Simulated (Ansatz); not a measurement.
Relaxation of AlClFH3 (6 atoms, charge 0, multiplicity 1), to a largest force component of 0.03 eV/Å in at most 50 steps.

The calculation used Ansatz 0.2.0, RKS PBE-D4/6-31G*.

```xyz
6
Properties=species:S:1:pos:R:3
Al -0.006 0.252 -0.017
Cl -0.008 0.440 2.184
H 1.427 0.312 -0.704
H -1.441 0.263 -0.702
F 0.087 -2.471 0.895
H 0.086 -2.091 1.754
```

Where does it end, and by what steps?

The run converged. After 8 steps the energy has fallen by 0.504 eV; F5 moved furthest, 0.52 Å. Joined: Al1–F5 (2.87 → 2.00 Å).

| step | energy less start (eV) | largest force component (eV/Å) | accepted |
| --- | --- | --- | --- |
| 0 | 0.0000 | 0.804 | yes |
| 1 | -0.1750 | 0.554 | yes |
| 2 | -0.3703 | 1.069 | yes |
| 3 | -0.4421 | 0.799 | yes |
| 4 | -0.4863 | 0.187 | yes |
| 5 | -0.4956 | 0.100 | yes |
| 6 | -0.5026 | 0.112 | yes |
| 7 | -0.5039 | 0.055 | yes |
| 8 | -0.5041 | 0.005 | yes |

```xyz
6
Properties=species:S:1:pos:R:3
Al 0.010 -0.096 0.069
Cl 0.007 0.255 2.266
H 1.428 0.153 -0.610
H -1.424 0.074 -0.602
F 0.065 -2.005 0.672
H 0.059 -1.678 1.615
```

Whether the end is a true minimum wasn't checked by a vibrational analysis.

Time of the run: 16 s on 1 thread of Arm Neoverse V1, with other jobs on the host, peak memory 0.12 GiB.
